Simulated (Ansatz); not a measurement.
**Worked example: correlation energy of CH2, singlet**

Geometry: MP2(full)/6-31G*, from the G2/97 set.

```yaml
atoms:
  - { symbol: C, position_ang: [0.0000, 0.0000, 0.1002] }
  - { symbol: H, position_ang: [0.0000, 0.8622, -0.5971] }
  - { symbol: H, position_ang: [0.0000, -0.8622, -0.5971] }
```

Basis cc-pVTZ; Ansatz 0.2.0. Only valence electrons are correlated (noble-gas cores frozen), which leaves 6 electrons in 57 orbitals. Prefix R: restricted or restricted open-shell reference.

Full CI is exact within this basis and frozen core; it isn't the basis-set limit.

Runs differ by some tens of microhartree through their thresholds, so steps under 0.03 kcal/mol mean nothing.

```json
{"level": "RHF", "total energy (hartree)": "-38.892311"}
{"level": "RMP2", "total energy (hartree)": "-39.030976"}
{"level": "RCCSD", "total energy (hartree)": "-39.056561"}
{"level": "RCCSD(T)", "total energy (hartree)": "-39.061378"}
{"level": "RCCSDT", "total energy (hartree)": "-39.062190"}
{"level": "RCCSDT(Q)", "total energy (hartree)": "-39.062380"}
{"level": "RCCSDTQ", "total energy (hartree)": "-39.062412"}
{"level": "full CI", "total energy (hartree)": "-39.062416"}
```

Task: What is the correlation energy at full CI, and what share of it do RMP2 and RCCSD(T) recover?

Result: E(corr) = -39.062416 − (-38.892311) = -0.170105 hartree = -4.629 eV. RMP2: -0.138665 / -0.170105 = 81.52 %. RCCSD(T): -0.169067 / -0.170105 = 99.39 %.

Task: By how many kcal/mol does RCCSD(T) miss full CI (1 hartree = 627.509 kcal/mol), and which steps make up the rest?

Result: -39.061378 − (-39.062416) = 0.001038 hartree = 0.65 kcal/mol. Steps: RCCSDT − RCCSD(T) = -0.51, RCCSDT(Q) − RCCSDT = -0.12, RCCSDTQ − RCCSDT(Q) = -0.02, full CI − RCCSDTQ = 0.00 kcal/mol. That is within 1 kcal/mol of the reference in this basis, which itself misses far more of the correlation at the basis-set limit.
